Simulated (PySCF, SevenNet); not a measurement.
For rock-salt NaF, the machine-learned potential SevenNet-0 (trained on PBE and PBE+U data) gives:

lattice parameter a: 4.694 Å
bulk modulus: 47.5 GPa

### Question
What does Hartree–Fock (GTH pseudopotentials, Gaussian basis; PySCF) give for the same quantities?

### Answer

- lattice constant a: 4.610 Å (decreases by 1.8 %)
- bulk modulus: 53.1 GPa (rises by 12 %)

For comparison: lattice constant a 4.582 Å (measured, static lattice: zero-point anharmonic expansion removed; as tabulated in Mejia-Rodriguez and Trickey (2018), arXiv:1807.09216); bulk modulus 53.1 GPa (measured, 0 K value with the zero-point phonon effect removed; as tabulated in Mejia-Rodriguez and Trickey (2018), arXiv:1807.09216).

Changes are worked out from the printed values.

Unless a cell is named, each level is at its own relaxed cell (SevenNet-0 12.93, Hartree–Fock 12.25 Å³/atom).
